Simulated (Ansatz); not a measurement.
# BNH (quartet): from Hartree-Fock to the top rungs at scale of all distances = 1.000, cc-pVDZ

How much of the correlation energy of BNH (quartet) does each wave-function method recover here?

Computed with Ansatz 0.2.0, Gaussian basis. Level: cc-pVDZ, core rule «outside noble gas», up to 2 orbitals frozen.

Plan: UHF; CCSD(T) on ROHF; CCSD(T) on UHF; BCCD(T) on ROHF; CISD; CCSDT(Q) on ROHF; CCSDT(Q) on UHF; CASSCF and MRCISD+Q, 5 electrons in 5 orbitals; CASSCF and NEVPT2, 5 electrons in 5 orbitals; CASSCF and MRCISD+Q, 9 electrons in 9 orbitals; CASSCF and MRCISD+Q(relaxed), 9 electrons in 9 orbitals; CASSCF and NEVPT2, 9 electrons in 9 orbitals.

13 further runs of the same task are left out: 1 for a mislabelled method, 10 that didn't finish, 2 set aside as unsound or not needed.

### Step 1. What is computed

The geometry derives from a PBE0/def2-TZVP stationary point (not a proven minimum). All distances are scaled together.

3 atoms, charge 0, spin multiplicity 4.

Atoms are counted from 1 here; the program's logs count them from 0.

Bond lengths: B1–N2 1.465 Å, N2–H3 1.030 Å. Angles: B1–N2–H3 111.7°.

### Step 2. UHF

The input, in.yaml:

```yaml
crystal:
  periodic: [false, false, false]
  atoms:
    - {symbol: B, position_ang: [0.000000, 0.079752, 0.863775]}
    - {symbol: N, position_ang: [0.000000, -0.117617, -0.587927]}
    - {symbol: H, position_ang: [0.000000, 0.779045, -1.094669]}
basis:
  gaussian: {orbitals: cc-pVDZ}
magnetization: {spin_polarized: true, initial_magnetization: 3}
hamiltonian: {xc: hf}
output: {orbitals: {seedname: orbitals}}
```

Run with:

```console
$ ansatz run in.yaml --threads 1 --pin off --events-out ev --progress --plain --max-ram 2393MiB
```

Further steps of the session: CCSD(T) on ROHF; CCSD(T) on UHF; BCCD(T) on ROHF; CISD; CCSDT(Q) on ROHF; CCSDT(Q) on UHF; CASSCF and MRCISD+Q, 5 electrons in 5 orbitals; CASSCF and NEVPT2, 5 electrons in 5 orbitals; CASSCF and MRCISD+Q, 9 electrons in 9 orbitals; CASSCF and MRCISD+Q(relaxed), 9 electrons in 9 orbitals; CASSCF and NEVPT2, 9 electrons in 9 orbitals.

Q: Predict the results of all the runs planned. Wanted: UCCSDT(Q) below the RHF energy; RMP2 from UCCSDT(Q); UMP2 from UCCSDT(Q); RCCSD from UCCSDT(Q); RCCSD(T) from UCCSDT(Q); UCCSD(T) from UCCSDT(Q); RCCSDT(Q) from UCCSDT(Q); NEVPT2 pair from UCCSDT(Q); MRCISD+Q pair from UCCSDT(Q).

As calculated:

| quantity | value |
| --- | --- |
| UCCSDT(Q) below the RHF energy | -5.4362 eV |
| RMP2 from UCCSDT(Q) | +813.1 meV |
| UMP2 from UCCSDT(Q) | +821.1 meV |
| RCCSD from UCCSDT(Q) | +179.2 meV |
| RCCSD(T) from UCCSDT(Q) | +38.6 meV |
| UCCSD(T) from UCCSDT(Q) | +38.0 meV |
| RCCSDT(Q) from UCCSDT(Q) | +1.9 meV |
| NEVPT2 pair from UCCSDT(Q) | +853.1 meV |
| MRCISD+Q pair from UCCSDT(Q) | +62.9 meV |
| NEVPT2 valence from UCCSDT(Q) | +743.8 meV |
| levels within 1 kcal/mol (43 meV) | RCCSD(T), UCCSD(T), BCCD(T), RCCSDT, UCCSDT, RCCSDT(Q), MRCISD+Q valence, MRCISD+Q(relaxed) valence |
| T1 diagnostic | 0.026 |
| effectively unpaired electrons | 3.01 |

What this shows: RCCSD(T) misses by +38.6 meV, 0.7 % of the correlation energy. One determinant dominates. Of the multireference levels listed MRCISD+Q(relaxed) valence comes nearest in total energy (-6.3 meV), which doesn't show that its space is the better one. These misses are within one basis, not against nature; the frozen cores of restricted and unrestricted runs differ, which can shift their rows.
